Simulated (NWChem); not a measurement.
# PBE0/aug-cc-pVDZ run of MgHCl (SMILES [MgH][Cl])

What is the vertical ionisation energy of MgHCl at PBE0/aug-cc-pVDZ? 

The calculation is run with NWChem 7.3.0.

4 further runs of the same task are left out: 4 that didn't finish.

### Step 1. The molecule

MgHCl has 3 atoms, charge 0, and is taken as a singlet. As SMILES, `[MgH][Cl]`. The coordinates come from a PBE0-D4/def2-TZVP relaxation.

Bond lengths: Mg1–Cl2 2.187 Å, Mg1–H3 1.686 Å. Angles: Cl2–Mg1–H3 179.9°.

### Step 2. A single-point energy at PBE0/aug-cc-pVDZ

Input file test.nw:

```
start test
title "ClHMg PBE0"
memory 2200 mb
charge 0

geometry units angstroms noautosym nocenter noautoz
   Mg    -0.150000    -0.002000    -0.082600
   Cl     1.766500    -0.265500     0.937500
   H     -1.627500     0.202700    -0.868200
end

basis spherical bse
   * library aug-cc-pVDZ
end

dft
   xc pbe0
   mult 1
   grid fine
   convergence energy 1e-08
   iterations 100
   mulliken
   noprint "final vectors analysis"
end

task dft
```

Run with:

```sh
nwchem test.nw > test.out
```

Output:

```text
[...]
          Wavefunction type:  closed shell.
          No. of atoms     :     3
          No. of electrons :    30
[...]
          Charge           :     0
          Spin multiplicity:     1
[...]
          AO basis - number of functions:    63
[...]
              XC Information
              --------------
                         PBE0 Method XC Functional
                     Hartree-Fock (Exact) Exchange  0.250
          PerdewBurkeErnzerhof Exchange Functional  0.750
            Perdew 1991 LDA Correlation Functional  1.000 local
           PerdewBurkeErnz. Correlation Functional  1.000 non-local
[...]
 d= 0,ls=0.0,diis     1   -660.6515591979 -7.16D+02  1.16D-02  1.74D-01     1.5
[...]
 d= 0,ls=0.0,diis     8   -660.6815438504 -6.46D-10  1.91D-07  2.87D-11     7.7
         Total DFT energy =     -660.681543850442
      One electron energy =    -1026.543724783953
           Coulomb energy =      355.309399398954
    Exchange-Corr. energy =      -44.897424311325
 Nuclear repulsion energy =       55.450205845882
[...]
      Total Density - Mulliken Population Analysis
     ---------------------------------------------
    Atom       Charge   Shell Charges
 -----------   ------   -------------------------------------------------------
    1 Mg  12    11.79   2.00  2.03  0.66  0.37 -0.01  6.01  0.52  0.01  0.00  0.14  0.06
    2 Cl  17    17.31   2.00  2.04  0.93  0.97 -0.08  6.00  3.08  2.27  0.09  0.01  0.01
    3 H    1     0.90   0.67  0.25 -0.01  0.00 -0.01
[...]
```

Wall time 8.4 s (1 thread of AMD EPYC 9R45 (Zen 5), shared host); peak memory 0.11 GiB.

### Step 3. The doublet cation, same level

Input file clhmg.nw:

```
start clhmg
title "ClHMg"
memory stack 880 mb heap 220 mb global 1100 mb
charge 1

geometry units au noautosym nocenter noautoz
   Mg -0.28345892 -0.00377945 -0.15609138
   Cl  3.33820120 -0.50172229  1.77161824
   H  -3.07552927  0.38304749 -1.64066022
end

basis "ao basis" spherical bse
   * library aug-cc-pVDZ
end

dft
   xc pbe0
   mult 2
   grid fine
   convergence energy 1e-08
   maxiter 100
   mulliken
   print low
end

task dft energy
```

Run with:

```sh
nwchem clhmg.nw > clhmg.out
```

Output:

```text
[...]
 d= 0,ls=0.0,diis     1   -660.0066113562 -7.15D+02  2.16D-02  4.81D-01     1.6
[...]
 d= 0,ls=0.5,diis    25   -660.2586079511 -7.56D-09  5.72D-07  8.81D-10    25.9
[...]
         Total DFT energy =     -660.258607958173
      One electron energy =    -1017.223938475814
           Coulomb energy =      346.117155158339
    Exchange-Corr. energy =      -44.602026461694
 Nuclear repulsion energy =       55.450201820996
[...]
      Total Density - Mulliken Population Analysis
     ---------------------------------------------
    Atom       Charge   Shell Charges
 -----------   ------   -------------------------------------------------------
    1 Mg  12    11.59   2.00  2.03  0.76  0.32 -0.01  6.01  0.35 -0.01  0.00  0.10  0.03
    2 Cl  17    16.58   2.00  2.04  1.00  0.96 -0.13  6.00  2.96  1.76 -0.02  0.01  0.01
    3 H    1     0.83   0.64  0.21 -0.02  0.00 -0.01
[...]
      <S2> =      0.7530 (Exact =     0.7500)
[...]
```

Run time: 28 s. Hardware: 1 thread of AMD EPYC 9R45 (Zen 5), shared host; peak memory 0.11 GiB.

### Step 4. Outcome

Level: PBE0/aug-cc-pVDZ.

| quantity | value |
| --- | --- |
| singlet MgHCl: total energy | -660.68154 Eh |
| singlet MgHCl: dipole moment | 1.60 D |
| doublet cation: total energy | -660.25861 Eh |
| doublet cation: ⟨S²⟩ | 0.753 |
| vertical ionisation energy (to the doublet cation) | 11.509 eV |

The vertical ionisation energy comes to 11.51 eV (265 kcal/mol). Mulliken charges (singlet MgHCl) run from -0.31 on Cl2 to +0.21 on Mg1; in a basis this large or diffuse they mean little. Mulliken charges (doublet cation) run from +0.17 on H3 to +0.42 on Cl2; in a basis this large or diffuse they mean little.
